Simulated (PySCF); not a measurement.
# SN under other conditions

One physical setting of the base script is moved in each run, with the edits that it forces.

The runs use PySCF 2.14.0; each script names its method and basis.

6 further runs of the same task are left out: 6 that didn't finish.

### 1 The starting structure

SN: 2 atoms, charge 0, spin multiplicity 2.

Bond lengths: S1–N2 1.476 Å.

### 2 The base run

input.py

```python
from pyscf import gto, scf
from pyscf.geomopt.geometric_solver import optimize

mol = gto.M(
    atom='S 0 0 0; N 0 0 1.476',
    basis='def2-svp',
    charge=0,
    spin=1,
    verbose=4,
)
mf = scf.ROHF(mol)
mf.kernel()
mol_eq = optimize(mf, maxsteps=30)
print('optimised geometry (angstrom)')
print(mol_eq.tostring('raw'))
print('orbital energies (hartree):', mf.mo_energy[..., max(0, mol.nelec[1]-3):mol.nelec[0]+3].round(4))
```

Run with:

```console
OMP_NUM_THREADS=1 python input.py
```

The log of this run is left out.

In short: at the starting geometry E(SCF) = -451.722313 Eh, 11 cycles, optimised bond 1.476 Å in 2 steps; the optimisation lowers the energy by 0.000 eV.

### 3 Quartet

Variant 1 changes spin (2S): 1 → 3.

input.py

```python
from pyscf import gto, scf
from pyscf.geomopt.geometric_solver import optimize

mol = gto.M(
    atom='S 0 0 0; N 0 0 1.476',
    basis='def2-svp',
    charge=0,
    spin=3,
    verbose=4,
)
mf = scf.ROHF(mol)
mf.kernel()
mol_eq = optimize(mf, maxsteps=30)
print('optimised geometry (angstrom)')
print(mol_eq.tostring('raw'))
print('orbital energies (hartree):', mf.mo_energy[..., max(0, mol.nelec[1]-3):mol.nelec[0]+3].round(4))
```

Run with:

```console
OMP_NUM_THREADS=1 python input.py
```

### 4 PCM, ε = 2.27

Variant 2 changes solvent: none (gas phase) → PCM, ε = 2.27; step after the SCF: optimize → analyze.

input.py

```python
from pyscf import gto, scf, solvent

mol = gto.M(
    atom='S 0 0 0; N 0 0 1.476',
    basis='def2-svp',
    charge=0,
    spin=1,
    verbose=4,
)
mf = scf.ROHF(mol)
mf = solvent.PCM(mf)
mf.with_solvent.eps = 2.27
mf.kernel()
mf.analyze()
print('orbital energies (hartree):', mf.mo_energy[..., max(0, mol.nelec[1]-3):mol.nelec[0]+3].round(4))
```

### 5 Electric field 0.005 a.u.

Variant 3 changes electric field: none → 0.005 a.u.; step after the SCF: optimize → analyze.

input.py

```python
from pyscf import gto, scf

mol = gto.M(
    atom='S 0 0 0; N 0 0 1.476',
    basis='def2-svp',
    charge=0,
    spin=1,
    verbose=4,
)
mf = scf.ROHF(mol)
field = 0.005  # electric field along z, atomic units
h = mf.get_hcore() + field*mol.intor('int1e_r')[2]
mf.get_hcore = lambda *args: h
e_nuc = mol.energy_nuc() - field*mol.atom_charges() @ mol.atom_coords()[:, 2]
mf.energy_nuc = lambda *args: e_nuc
mf.kernel()
mf.analyze()
print('orbital energies (hartree):', mf.mo_energy[..., max(0, mol.nelec[1]-3):mol.nelec[0]+3].round(4))
```

### 6 Bond 10 Å

Variant 4 changes bond length: 1.476 Å → 10 Å.

Changes to input.py since step 2:

```diff
@@ -4,3 +4,3 @@
 mol = gto.M(
-    atom='S 0 0 0; N 0 0 1.476',
+    atom='S 0 0 0; N 0 0 10',
     basis='def2-svp',
```

What does the calculation give? Wanted: for each run, E(SCF); from base; SCF dipole; after the SCF.

**Answer**, as computed:

| run | E(SCF) (hartree) | from base (eV) | cycles | SCF dipole (D) | after the SCF |
| --- | --- | --- | --- | --- | --- |
| base | -451.722313 | 0 | 11 | n/a | bond 1.476 Å, 0.000 eV |
| quartet | -451.616549 | +2.8780 | 12 | n/a | bond 1.616 Å, -0.277 eV |
| PCM, ε = 2.27 | -451.724123 | -0.0492 | 11 | 1.97 | n/a |
| electric field 0.005 a.u. | -451.719324 | +0.0813 | 11 | 1.34 | n/a |
| bond 10 Å (poor choice) | -451.474203 | +6.7514 | 17 | n/a | bond 10.000 Å, 0.000 eV |

SCF columns refer to the geometry typed in the script.

What this shows: The largest comparable shift of the SCF energy, +6.751 eV, comes with the run “bond 10 Å”. The quartet solution found lies 2.88 eV above the base doublet at this geometry and level. A continuum solvent with ε = 2.27 lowers the energy by 0.049 eV. Rows marked «poor choice» come from settings spoiled on purpose.
